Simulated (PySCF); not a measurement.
NO+, NO (charge +1).
Cartesian coordinates in Å at the PBE0-D3(BJ)/def2-SVP level; atoms count from 1:
```
atom  x, y, z in Å
N1     0.5532   -0.0804    0.0067
O2    -0.5035   -0.0073   -0.0289
```

Linear response at CAM-B3LYP/def2-SVPD (PySCF, frozen core in the response, non-relativistic). Isolated species at its PBE0-D3(BJ)/def2-SVP geometry, gas phase.

Static isotropic polarisability: 6.92 au (1.02 Å³), principal values 5.9, 5.9, 9.0 au.

Question: What is the polarisability at 1064 nm and at the sodium D line?

Answer: 6.94 au at 1064 nm (+0.3 %), 6.99 au at 589.3 nm (+1.0 %). The lowest singlet lies at 125 nm, shorter than both wavelengths.

Question: What is the isotropic C6 coefficient between two such ions, C6 = (3/π)∫α(iω)² dω?

Answer: 32.28 au (Eh·bohr⁶) by a ten-point quadrature over imaginary frequencies, which is 19.3 eV·Å⁶ or 1.86 J·nm⁶/mol.

Question: Which effective excitation energy ω̄ makes London's formula C6 = (3/4)α²ω̄ exact here?

Answer: ω̄ = 4·C6/(3α²) = 0.900 Eh = 24.5 eV. London's choice of the ionisation energy (29.68 eV, ΔSCF at the same level) gives C6 = 39.1 au, 21 % too high.

Question: The lowest 6 singlets have (eV, f): 9.93, 0.016; 9.93, 0.016; 10.43, 0.000; 11.01, 0.000; 11.01, 0.000; 15.45, 0.120. What share of the static polarisability do they carry in the sum over states α = Σ f/ω²?

Answer: 0.61 au, 8.8 % of α; the largest term, 0.37 au, is that of the state at 15.45 eV. Their oscillator strengths add up to 0.15. Higher states carry the rest.

Question: What three-body coefficient follows from the one-pole estimate C9 = (3/4)·α·C6?

Answer: 167 au. This is an estimate from the two numbers above, not a computed integral.

Question: How anisotropic is the static polarisability, by Δα² = ½[(α1 − α2)² + (α2 − α3)² + (α3 − α1)²]?

Answer: Δα = 3.1 au, or 0.45 of the isotropic value.

Question: What does −C6/R⁶ come to at R = 8 Å between centres?

Answer: -7.1 J/mol. This is the leading, orientation-averaged term; C8 and higher terms are left out. The Coulomb repulsion of the two net charges at that distance is 174 kJ/mol.
